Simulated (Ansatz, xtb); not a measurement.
C3H5NOS: which of two isomers lies lower

We compare a, `C=N/C(O)=C/S`, a singlet, with b, `C=NC(=O)CS`, a singlet. Both are isolated molecules in the gas phase, relaxed with r2SCAN-D4/def2-SVP; each stands in its lowest conformer found.

a (Å):

```yaml
atoms:
  - { symbol: C, position_ang: [-1.2193, -0.6686, 3.2952] }
  - { symbol: C, position_ang: [-0.5209, 0.9422, 1.8122] }
  - { symbol: C, position_ang: [0.3897, 1.9089, 1.5057] }
  - { symbol: N, position_ang: [-0.3645, 0.2338, 2.9925] }
  - { symbol: O, position_ang: [-1.5682, 0.6308, 1.0274] }
  - { symbol: S, position_ang: [0.1500, 2.9228, 0.0797] }
  - { symbol: H, position_ang: [-2.0932, -0.9199, 2.6695] }
  - { symbol: H, position_ang: [-1.0772, -1.2255, 4.2319] }
  - { symbol: H, position_ang: [-1.5084, 1.2134, 0.2427] }
  - { symbol: H, position_ang: [1.2069, 2.1030, 2.2028] }
  - { symbol: H, position_ang: [1.1376, 2.4199, -0.7054] }
```

b (Å):

```xyz
11

C     0.1290   -3.1072    1.2127
C     0.3576   -0.9285    0.4381
C     1.6561   -0.1503    0.3014
N     0.4221   -1.8948    1.4463
O    -0.6619   -0.6651   -0.1617
S     1.7823    0.7647   -1.2600
H    -0.1316   -3.4793    0.2037
H     0.1286   -3.8316    2.0406
H     1.7175    0.5203    1.1781
H     2.5135   -0.8373    0.3806
H     0.4479    0.9802   -1.3417
```

Q: Estimate which is lower in electronic energy at CCSD(T)/def2-SVP + ΔMP2/def2-TZVPP, and by roughly how much.

A: The CCSD(T)/def2-SVP + ΔMP2/def2-TZVPP calculation puts structure b lower, by 7.7 kcal/mol.

Level by level:

```csv
level,geometry,E(b) − E(a) (kcal/mol),departure from the last row (kcal/mol),"job, with rough time for the two"
r2SCAN-D4/def2-SVP,r2SCAN-D4/def2-SVP,−7.6,+0.1,"optimisation, 3 min"
HF/def2-SVP,r2SCAN-D4/def2-SVP,−11.9,−4.1,part of the CCSD(T) run
MP2/def2-SVP,r2SCAN-D4/def2-SVP,−11.4,−3.7,part of the CCSD(T) run
CCSD(T)/def2-SVP,r2SCAN-D4/def2-SVP,−11.1,−3.3,single point
CCSD(T)/def2-SVP + ΔMP2/def2-TZVPP,r2SCAN-D4/def2-SVP,−7.7,,"single point, 1.8 min"
```

As drawn, b has 1 C=O, 1 C–C, 1 C–H in place of 1 C–O, 1 C=C, 1 O–H.

The levels shown agree on the order. The largest departure from CCSD(T)/def2-SVP + ΔMP2/def2-TZVPP is that of HF/def2-SVP, 4.1 kcal/mol. No reliable frequencies are at hand for a, so it isn't confirmed as a minimum. Levels run at GFN2-xTB geometries aren't shown. The last row adds to CCSD(T) the change of the MP2 difference between the two basis sets, here +3.3 kcal/mol, a large step that makes the value less sure.

The correlated steps freeze 10 core orbitals. Codes used: Ansatz 0.2.0, xtb 6.7.1; the last row on 2 threads of Intel(R) Xeon(R) Processor @ 2.50GHz (Skylake/Cascade Lake) on a shared host.
